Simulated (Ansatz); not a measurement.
**PbSeO₄ (P2₁/c, No. 14)**

All values below come from PBEsol (plane waves, PAW; Ansatz, a program for electronic structure).

Run with plane-wave cutoff 500 eV, 8×6×6 k mesh (along the axes of the cell as run), gaussian smearing 0.02 eV, scalar-relativistic PAW data made under PBE.

Cell (relaxed at this level):

```xyz
24
Lattice="6.9408 0.0000 0.0278 0.0000 7.4175 0.0000 -5.2897 0.0000 6.9588" Properties=species:S:1:pos:R:3 pbc="T T T"
Pb    -2.8266     1.0966     5.4674
Pb     1.8328     4.8054     4.9987
Pb     4.4776     6.3209     1.5192
Pb    -0.1817     2.6121     1.9879
Se     0.5159     1.2185     5.6243
Se    -1.5098     4.9273     4.8417
Se     1.1351     6.1990     1.3623
Se     3.1608     2.4903     2.1449
O      1.6248     0.0264     5.3419
O     -2.6186     3.7351     5.1241
O      0.0263     7.3912     1.6447
O      4.2696     3.6824     1.8625
O      1.3594     2.5456     6.1725
O     -2.3533     6.2544     4.2935
O      0.2916     4.8720     0.8141
O      4.0043     1.1632     2.6931
O     -0.6103     0.8079     6.7941
O     -0.3836     4.5167     3.6719
O      2.2613     6.6097     0.1925
O      2.0346     2.9009     3.3147
O     -0.4464     1.5399     4.3138
O     -0.5474     5.2487     6.1522
O      2.0975     5.8776     2.6728
O      2.1984     2.1688     0.8344
```

| Item | Value |
|---|---|
| band gap | 3.32 eV (on the SCF k mesh) |

Note: the cell comes from a level without a dispersion term, which matters for the spacing of layers, chains or molecules.

Spin–orbit coupling is not included; with these elements it can move the gap by several tenths of an eV or more.

The computed numbers hold no vibrational or temperature effects.
